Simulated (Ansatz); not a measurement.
The input, for Ansatz 0.2.0:

```yaml
crystal:
  periodic: [false, false, false]
  atoms:
    - {symbol: Be, position_ang: [0.000000, 0.000000, 0.000000]}
    - {symbol: Be, position_ang: [0.000000, 0.000000, 3.554000]}
basis:
  gaussian: {orbitals: aug-cc-pVDZ}
total_charge: -1
magnetization: {spin_polarized: false, initial_magnetization: 1}
correlation: {method: fci, electrons: outside_noble_gas}
```

```sh
$ ansatz run in.yaml --threads 1 --pin off --events-out ev --progress --plain --max-ram 2393MiB
```

Output:

```
768 factors; integrals over basis functions are off by at most 1.2e-7 eV
mean field evaluation 1: about -792.2000 eV, gradient 3.6e0 eV
mean field evaluation 2: about -792.2002 eV, gradient 3.7e0 eV
mean field evaluation 4: about -792.4307 eV, gradient 1.3e-1 eV
mean field evaluation 8: about -792.4286 eV, gradient 1.9e-2 eV
mean field evaluation 16: about -792.4286 eV, gradient 3.9e-6 eV
mean field evaluation 32: about -792.6406 eV, gradient 3.8e-2 eV
mean field evaluation 64: about -792.6778 eV, gradient 1.5e-7 eV
mean field evaluation 96: about -784.5769 eV, gradient 6.2e-7 eV
mean field evaluation 128: about -792.5949 eV, gradient 8.2e-1 eV
mean field evaluation 160: about -792.1808 eV, gradient 3.6e-1 eV
mean field evaluation 192: about -789.3047 eV, gradient 3.4e-1 eV
mean field evaluation 224: about -792.6055 eV, gradient 8.4e-1 eV
mean field evaluation 256: about -792.6681 eV, gradient 3.7e-1 eV
mean field evaluation 288: about -792.1299 eV, gradient 4.5e-4 eV
mean field evaluation 320: about -792.6778 eV, gradient 8.0e-9 eV
mean field -792.67784946 eV, -29.1303736712 hartree, gradient 8.0e-9 eV, S^2 0.750000; 28 other end points of the search recorded, 0 dependent functions left out
mean field evaluation 352: about -792.4619 eV, gradient 2.7e-1 eV
mean field evaluation 384: about -791.9530 eV, gradient 3.8e0 eV
mean field evaluation 416: about -792.7743 eV, gradient 8.3e-2 eV
mean field evaluation 448: about -792.7477 eV, gradient 7.2e-1 eV
mean field evaluation 480: about -792.7180 eV, gradient 9.5e-2 eV
mean field evaluation 512: about -792.7314 eV, gradient 3.3e-2 eV
mean field evaluation 544: about -792.7078 eV, gradient 1.5e-1 eV
mean field evaluation 576: about -792.7032 eV, gradient 2.2e-1 eV
mean field evaluation 608: about -792.7114 eV, gradient 2.4e-1 eV
mean field evaluation 640: about -792.7311 eV, gradient 5.2e-2 eV
mean field evaluation 672: about -792.7663 eV, gradient 3.7e-1 eV
mean field evaluation 704: about -792.7731 eV, gradient 1.8e-3 eV
determinant -792.67784946 eV, -29.1303736712 hartree, with singles and doubles -795.39923796 eV, -29.2303828542 hartree
determinant -792.64067906 eV, -29.1290076842 hartree, with singles and doubles -795.40738085 eV, -29.2306820997 hartree
determinant -792.42862503 eV, -29.1212148426 hartree, with singles and doubles -794.97412426 eV, -29.2147602138 hartree
determinant -792.12986692 eV, -29.1102356843 hartree, with singles and doubles -794.73680005 eV, -29.2060387098 hartree
determinant -789.30267294 eV, -29.0063382221 hartree, with singles and doubles -792.42051338 eV, -29.1209167446 hartree
determinant -792.67784946 eV, -29.1303736712 hartree, with singles and doubles -795.37128830 eV, -29.2293557229 hartree
determinant -792.64067906 eV, -29.1290076842 hartree, with singles and doubles -795.37874953 eV, -29.2296299181 hartree
determinant -792.42862503 eV, -29.1212148426 hartree, with singles and doubles -794.96169810 eV, -29.2143035608 hartree
determinant -792.67784946 eV, -29.1303736712 hartree, with singles and doubles -795.36478380 eV, -29.2291166872 hartree
determinant -792.64067906 eV, -29.1290076842 hartree, with singles and doubles -795.37720939 eV, -29.2295733190 hartree
determinant -792.42862503 eV, -29.1212148426 hartree, with singles and doubles -794.95759797 eV, -29.2141528838 hartree
2 core orbitals not correlated: weight in the atoms' cores, before any rotation towards them, 1.000 or more for the frozen orbitals, at most 0.000 for the correlated occupied ones
reference -792.67784946 eV, -29.1303736712 hartree; 3, 2 occupied and 41, 42 virtual orbitals, 768 factors
state -795.51089476 eV, -29.2344861657 hartree
2 core orbitals not correlated: weight in the atoms' cores, before any rotation towards them, 1.000 or more for the frozen orbitals, at most 0.000 for the correlated occupied ones
state -795.51073020 eV, -29.2344801182 hartree
Total energy: -795.51089476 eV, -29.2344861657 hartree
```

Natural occupations: 1.8412 1.7995 0.9587 0.0667 0.0667 0.0591 0.0591 0.0532 0.0303 0.0132 0.0123 0.0083 0.0083 0.0065 0.0045 0.0032 0.0032 0.0011 0.0006 0.0006 0.0004 0.0004 0.0004 0.0004.

Ran on 1 thread of Arm Neoverse V2, shared host: 2.2 min wall, 0.37 GiB peak host memory.
